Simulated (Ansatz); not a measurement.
**C₅H₁₁Cl: how energies converge with the basis set**

One table from this session's results is given with a row withheld; the runs are named, their logs left out.

Method: one geometry, several basis sets; program: Ansatz 0.2.0, Gaussian basis.

Levels to be run: PBE0-D4/def2-SVP; ωB97M-V/def2-SVP; PBE0-D4/def2-QZVPP; ωB97M-V/def2-QZVPP; the functionals' def2-TZVPP values are taken from earlier runs.

**The geometry**

The geometry comes from an earlier relaxation with PBE0-D4 in a triple-zeta def2 set; it is a stationary point, not always the lowest conformer.

17 atoms, charge 0, spin multiplicity 1.

Atoms are counted from 1 here; the program's logs count them from 0.

Bond lengths: C1–C2 1.521 Å, C1–H7 1.090 Å, C1–H8 1.095 Å, C1–H9 1.092 Å, C2–C3 1.526 Å, C2–C4 1.526 Å, C2–H10 1.097 Å, C3–H11 1.091 Å, C3–H12 1.092 Å, C3–H13 1.095 Å, C4–C5 1.512 Å, C4–Cl6 1.807 Å, C4–H14 1.094 Å, C5–H15 1.092 Å, C5–H16 1.092 Å, C5–H17 1.090 Å. Angles: C2–C1–H7 111.8°, C2–C1–H8 110.6°, C2–C1–H9 110.4°, H7–C1–H8 108.1°, H7–C1–H9 108.3°, H8–C1–H9 107.6°, C1–C2–C3 110.0°, C1–C2–C4 111.9°, C1–C2–H10 108.8°, C3–C2–C4 110.6°, C3–C2–H10 108.5°, C4–C2–H10 107.0°, C2–C3–H11 112.6°, C2–C3–H12 109.9°, C2–C3–H13 111.0°, H11–C3–H12 107.6°, H11–C3–H13 108.1°, H12–C3–H13 107.4° and more.

The first run:

in.yaml

```yaml
crystal:
  periodic: [false, false, false]
  atoms:
    - {symbol: C, position_ang: [0.462474, 1.728935, -0.715864]}
    - {symbol: C, position_ang: [-0.118056, 0.340294, -0.495533]}
    - {symbol: C, position_ang: [0.783476, -0.709341, -1.138415]}
    - {symbol: C, position_ang: [-0.322308, 0.036857, 0.986147]}
    - {symbol: C, position_ang: [-0.842763, -1.350603, 1.285416]}
    - {symbol: Cl, position_ang: [-1.477142, 1.227637, 1.701829]}
    - {symbol: H, position_ang: [-0.172279, 2.504645, -0.287790]}
    - {symbol: H, position_ang: [1.453014, 1.809159, -0.256324]}
    - {symbol: H, position_ang: [0.575805, 1.930079, -1.783424]}
    - {symbol: H, position_ang: [-1.104953, 0.290959, -0.972009]}
    - {symbol: H, position_ang: [0.335900, -1.703913, -1.136246]}
    - {symbol: H, position_ang: [0.985986, -0.440202, -2.177270]}
    - {symbol: H, position_ang: [1.746891, -0.768203, -0.621544]}
    - {symbol: H, position_ang: [0.614436, 0.212123, 1.522456]}
    - {symbol: H, position_ang: [-0.105188, -2.104329, 1.002395]}
    - {symbol: H, position_ang: [-1.767098, -1.543471, 0.735936]}
    - {symbol: H, position_ang: [-1.048194, -1.460635, 2.350228]}
basis:
  gaussian: {orbitals: def2-SVP}
hamiltonian: {xc: pbe0, dispersion: d4}
output: {orbitals: {seedname: orbitals}}
```

On the command line:

```sh
> ansatz run in.yaml --threads 2 --pin off --events-out ev --progress --plain --max-ram 22528MiB --backend cpu
```

Steps of the session up to this table: PBE0-D4 in def2-SVP; ωB97M-V in def2-SVP; PBE0-D4 in def2-QZVPP; ωB97M-V in def2-QZVPP.

One of the session's tables, all rows but one given; the rest of the session is left out.

It belongs to the step «Functionals by basis». 

| functional | basis | HOMO (eV) | LUMO (eV) |
| --- | --- | --- | --- |
| PBE0-D4 | def2-SVP | ? | ? |
| PBE0-D4 | def2-TZVPP | -8.18 | 0.84 |
| PBE0-D4 | def2-QZVPP | -8.22 | 0.55 |
| ωB97M-V | def2-SVP | -10.32 | 3.19 |
| ωB97M-V | def2-TZVPP | -10.50 | 2.49 |
| ωB97M-V | def2-QZVPP | -10.54 | 1.79 |

**Question.** Estimate the row for PBE0-D4, def2-SVP.

**Answer.** HOMO (eV): -8.03; LUMO (eV): 1.30. In the column «HOMO (eV)» it is the highest.
